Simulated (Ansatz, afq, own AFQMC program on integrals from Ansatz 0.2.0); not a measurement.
## CH₃, doublet: AFQMC among the cluster methods

```xyz
4

C     0.0621   -0.1043    0.0003
H     1.1420   -0.0903    0.0000
H    -1.4158    2.3803   -0.0070
H    -0.4658   -1.0466    0.0034
```

Basis 6-31G. Noble-gas cores (and the filled d shells of Ga–Kr and In–Xe) are frozen. Ansatz 0.2.0 and our own AFQMC program on the same integrals; the CISD trial comes from CCSD amplitudes, and released means the phaseless constraint is let go. Uncertainties: one standard error, sampling alone.

Determinant: UHF, the one that the program's search chose, which needn't be the lowest solution. The geometry is a point of a scan.

Full CI on the same integrals is exact in this basis and with this determinant's frozen core.

Cautions: unrestricted determinant spin contaminated (⟨S²⟩ 1.74 against 0.75).

```
T1 diagnostic                               : 0.0111
weight of the determinant in the CISD state : 0.948
⟨S²⟩ of the determinant                     : 1.743
size of the correlated space                : 7 electrons in 14 orbitals
```

| level | correlation energy (eV) |
| --- | --- |
| MP2 | -1.4440 |
| CCSD | -1.8646 |
| CCSD(T) | -1.8868 |

**Question.** Estimate where AFQMC with the constraint released lies against CCSD(T) on the same integrals.

**Answer.** 4.4 ± 0.1 kJ/mol below CCSD(T).

Reference: full CI, correlation energy -1.930 eV. The released energy is read at 2.40 1/Eh (meV from the phaseless value at times in 1/Eh: -0.2 ± 1.2 at 0.24, -1.4 ± 1.2 at 0.51, 0.5 ± 0.9 at 0.99, 0.0 ± 1.0 at 1.62, 0.3 ± 1.0 at 2.40). The cautions show a poor starting determinant, so the rows tell how each method copes with it here, and full CI is the sure value.

```tsv
level	E − E(reference) (kJ/mol)	share of correlation (%)
CCSD(T)	4.2	97.77
CCSDT	0.6	99.70
CCSDT(Q)	0.1	99.97
CCSDTQ	0.1	99.97
ph-AFQMC/CISD	-0.2 ± 0.2	100.12
released AFQMC	-0.2 ± 0.1	100.11
```

CCSDT and higher add their correlation energy to the determinant of the CCSD(T) run, since their own runs factorise the integrals more tightly (a shift of under 2 meV). A walk keeps the symmetry of its determinant, which the program's search chose and which needn't be the lowest solution, so a lower state of the same spin and another symmetry isn't excluded. Released energies are given only where the last usable release times agree within the noise; a slower fall can still hide under it.
